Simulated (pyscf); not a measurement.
Optimised with ωB97X-D3(BJ)/def2-SVP in PySCF.

Problem. PBE/def2-TZVP puts the barrier of `[SiH][NH][SiH3]` [singlet] + `[H][H]` -> `[NH]=[SiH2]` + `[SiH4]` (concerted two-bond exchange; singlet surface; N–Si, H–H broken, H–Si, H–Si formed) at 172.2 kJ/mol and the reaction energy at +76.9 kJ/mol, from the separated reactants. What do PBE0-D3(BJ)/def2-TZVP, M06-2X/def2-TZVP, ωB97M-D3(BJ)/def2-TZVP give on the same structures?

Solution. PBE0-D3(BJ): ΔE‡ = 188.2 kJ/mol, ΔE = +90.6 kJ/mol; M06-2X: ΔE‡ = 231.3 kJ/mol, ΔE = +111.9 kJ/mol; ωB97M-D3(BJ): ΔE‡ = 222.3 kJ/mol, ΔE = +97.8 kJ/mol. PBE's barrier lies under all of them, by 16.0 to 59.1 kJ/mol. Its reaction energy lies under all of them, by 13.8 to 35.1 kJ/mol. HN=SiH₂ lies 76.0 kJ/mol over its isomer H₂N–SiH: [singlet] (electronic energy, ωB97M-D3(BJ)/def2-TZVP). This is the saddle that the search found; another between the same sides may lie lower.
